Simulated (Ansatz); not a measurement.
Relaxing TaTl

Theory: DFT PBE, scalar-relativistic, plane waves, PAW (Ansatz).

TaTl was placed on the zinc blende structure type (F-43m, No. 216), with Ta in place of Zn, Tl in place of S, at a guessed volume.

The final relaxation ran on this input, with the default PAW datasets:

```yaml
crystal:
  lattice:
    - [0.0, 3.1525345433, 3.1525345433]
    - [3.1525345433, 0.0, 3.1525345433]
    - [3.1525345433, 3.1525345433, 0.0]
  atoms:
    - { symbol: Ta, position: [0.0, 0.0, 0.0] }
    - { symbol: Tl, position: [0.25, 0.25, 0.25] }
basis:
  ecutwfc: 420
kpoints:
  mp_grid: { grid: [16, 16, 16] }
hamiltonian:
  xc: pbe
scf:
  occupations: { method: gaussian, width: 0.1 }
output:
  forces: true
  stress: true
  eigenvalues: true
relax:
  adjacent_minimum: "off"
  f_tol: 0.01
  max_steps: 80
  cell: { stress_tol: 0.05 }
```

Launched as:

```bash
ansatz run input.yaml --threads 1 --pin off --max-ram 2560MiB --backend cpu --events-out ev --progress --plain --runs-dir out
```

The run took 40 s on 1 thread of Intel(R) Xeon(R) Platinum 8259CL CPU @ 2.50GHz (Skylake/Cascade Lake), with other jobs on the host, peak memory 0.53 GiB.

End of the output:

```
SCF converged after 5 iterations
Free energy (F): -21372.124889 eV
Harris-Foulkes:  -21372.124889 eV  (|F-HF|=0.00e0)
Internal energy: -21372.118519 eV  (E = F + TS)
E sigma→0 (E₀):  -21372.121704 eV
Entropy (-TS):   -0.006370 eV (-3.185 meV/atom)
Fermi energy:    9.180973 eV
--- Per-component energies (eV) ---
  E_band       = -247.865091
  E_kinetic    = 696.826907
  E_local      = -2079.479608  (includes V_loc(G=0)·N_el)
  E_nonlocal   = 329.634996
  E_hartree    = 766.433417
  E_xc         = -445.699666
  E_vxc        = -341.958820  (∫ρ·V_xc dr)
  E_paw        = -18560.715736  (= ΣΔE_a)
  E_vpaw       = -385.755573  (= ΣTr[D̂ρ^β])
  E_aug_tail   = 0.000178  (compensation charges beyond the density's cutoff)
  E_ewald      = -2079.119006
  E_smearing   = -0.006370  (= −TS)
  E_closure    = 0.000000  (closes the sum)
  Σ components = -21372.124889   (vs F -21372.124889, Δ=0.00e0)
--- Forces (eV/Å), atoms counted from 1 ---
  atom   1  Ta     0.00000000     0.00000000     0.00000000
  atom   2  Tl     0.00000000     0.00000000     0.00000000
  max |Σ_I F_I| component: 9.25e-17 eV/Å
--- Stress (GPa, compression-positive) ---
        0.015511       0.000000       0.000000
        0.000000       0.015511       0.000000
        0.000000       0.000000       0.015511
  P = ⅓ Tr σ = 0.0155 GPa (0.155 kbar)
--- Relaxed structure (1 steps of the walk, 1 accepted, 1 SCFs on fresh bases) ---
  F+E_penalty+E_count = -21372.12488914 eV   max|allowed force component| = 2.128e-16 eV/Å   (the final SCF, on the basis selected at the relaxed cell)
  cell:  # Å, volume = 62.6628 Å³
    - [0.0, 3.152535, 3.152535]
    - [3.152535, 0.0, 3.152535]
    - [3.152535, 3.152535, 0.0]
  atoms:
    - { symbol: Ta, position: [0.0, 0.0, 0.0] }
    - { symbol: Tl, position: [0.25, 0.25, 0.25] }
```

Absolute energies hang on the potentials; compare differences alone.

The result has space group F-43m (No. 216). Ta is coordinated by 4 Tl at 2.73 Å; Tl is coordinated by 4 Ta at 2.73 Å.

Against the elements it lies at 2.14 eV/atom. The zero of energy is the elements' standard structures at the same level; no fitted shifts are applied.

For metals, differences of a few meV/atom aren't resolved. Spin–orbit coupling is left out.

Symmetry constrained the relaxation, so the result can be a saddle point.